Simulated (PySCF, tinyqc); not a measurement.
CIS on RHF in the sto-3g basis, for LiH, spin multiplicity 1, step by step. The lowest restricted solution is unstable here: a spin-polarised one lies 0.0038 hartree lower (PySCF). One step of it, computed by the program tinyqc.

Question. CIS matrix, triplets. A(ia,jb) = (e_a - e_i) d_ij d_ab - (ij|ab).

orbital energies (hartree): [-2.367077, -0.235043, 0.070563, 0.160319, 0.160319, 0.386675]

Two-electron integrals over orbitals (pq|rs), unique and non-zero (hartree):
```
(11|11) 1.659304    (21|11) -0.098203   (21|21) 0.010062    (22|11) 0.312033
(22|21) 0.002635    (22|22) 0.448879    (31|11) -0.141873   (31|21) 0.010623
(31|22) -0.011036   (31|31) 0.022035    (32|11) 0.029027    (32|21) -0.002548
(32|22) -0.060450   (32|31) -0.000243   (32|32) 0.022322    (33|11) 0.390627
(33|21) -0.008762   (33|22) 0.212818    (33|31) 0.000852    (33|32) 0.014943
(33|33) 0.327629    (41|41) 0.009806    (42|41) 0.007265    (42|42) 0.021136
(43|41) 0.010390    (43|42) 0.020427    (43|43) 0.041384    (44|11) 0.396342
(44|21) -0.003579   (44|22) 0.243598    (44|31) -0.005068   (44|32) 0.014293
(44|33) 0.279365    (44|44) 0.312946    (51|51) 0.009806    (52|51) 0.007265
(52|52) 0.021136    (53|51) 0.010390    (53|52) 0.020427    (53|53) 0.041384
(54|54) 0.016869    (55|11) 0.396342    (55|21) -0.003579   (55|22) 0.243598
(55|31) -0.005068   (55|32) 0.014293    (55|33) 0.279365    (55|44) 0.279207
(55|55) 0.312946    (61|11) 0.068475    (61|21) -0.009111   (61|22) -0.007352
(61|31) -0.004453   (61|32) 0.002769    (61|33) 0.011733    (61|44) 0.001594
(61|55) 0.001594    (61|61) 0.010772    (62|11) -0.080841   (62|21) 0.001434
(62|22) 0.107315    (62|31) 0.004227    (62|32) -0.045395   (62|33) -0.018453
(62|44) -0.037846   (62|55) -0.037846   (62|61) 0.001027    (62|62) 0.130980
(63|11) 0.023981    (63|21) -0.002222   (63|22) -0.058657   (63|31) 0.003966
(63|32) 0.018295    (63|33) 0.036784    (63|44) 0.008507    (63|55) 0.008507
(63|61) 0.004500    (63|62) -0.039993   (63|63) 0.031874    (64|41) -0.005796
(64|42) -0.018321   (64|43) -0.011791   (64|64) 0.019129    (65|51) -0.005796
(65|52) -0.018321   (65|53) -0.011791   (65|65) 0.019129    (66|11) 0.351421
(66|21) 0.000728    (66|22) 0.420386    (66|31) -0.010637   (66|32) -0.049549
(66|33) 0.238720    (66|44) 0.257775    (66|55) 0.257775    (66|61) -0.005162
(66|62) 0.096012    (66|63) -0.046697   (66|66) 0.415688
```

Give: CIS matrix A, triplet.

Answer.

CIS matrix A, triplet (hartree), order 1>3, 1>4, 1>5, 1>6, 2>3, 2>4, 2>5, 2>6:
```
[[2.0470, 0.0000, 0.0000, -0.0240, 0.0088, 0.0000, 0.0000, 0.0022],
 [0.0000, 2.1311, 0.0000, 0.0000, 0.0000, 0.0036, 0.0000, 0.0000],
 [0.0000, 0.0000, 2.1311, 0.0000, 0.0000, 0.0000, 0.0036, 0.0000],
 [-0.0240, 0.0000, 0.0000, 2.4023, 0.0022, 0.0000, 0.0000, -0.0007],
 [0.0088, 0.0000, 0.0000, 0.0022, 0.0928, 0.0000, 0.0000, 0.0587],
 [0.0000, 0.0036, 0.0000, 0.0000, 0.0000, 0.1518, 0.0000, 0.0000],
 [0.0000, 0.0000, 0.0036, 0.0000, 0.0000, 0.0000, 0.1518, 0.0000],
 [0.0022, 0.0000, 0.0000, -0.0007, 0.0587, 0.0000, 0.0000, 0.2013]]
```
